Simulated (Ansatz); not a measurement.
K, bcc: how the functional moves the structure

All rows: Ansatz, plane waves with scalar-relativistic PAW, 420 eV (500 eV for the SCAN forms), relaxed under each functional, no dispersion correction, no zero-point motion. B₀ comes from uniform scaling at fixed shape; a dash is a value not given.

The measured cell (COD entry 9011005) has a = 5.225 Å, 71.32 Å³/atom.

```tsv
functional	V (Å³/atom)	cell	B₀ (GPa)	magnetic state
PBE	73.74	a = 5.283 Å	4	spin not included
r²SCAN	76.13	a = 5.340 Å	3	spin not included
PBEsol	71.32	a = 5.225 Å	4	spin not included
LDA	64.33	a = 5.048 Å	4	spin not included
revPBE	79.67	a = 5.421 Å	3	spin not included
RPBE	80.41	a = 5.438 Å	3	spin not included
```

Q: What does BLYP give?

A: V (Å³/atom): 75.43; cell: a = 5.323 Å; B₀ (GPa): 3; magnetic state: spin not included.

Q: Which functional comes closest to the measured volume?

A: PBEsol, off by 0.0 %. The measured value holds thermal expansion and zero-point motion, which the calculations lack.
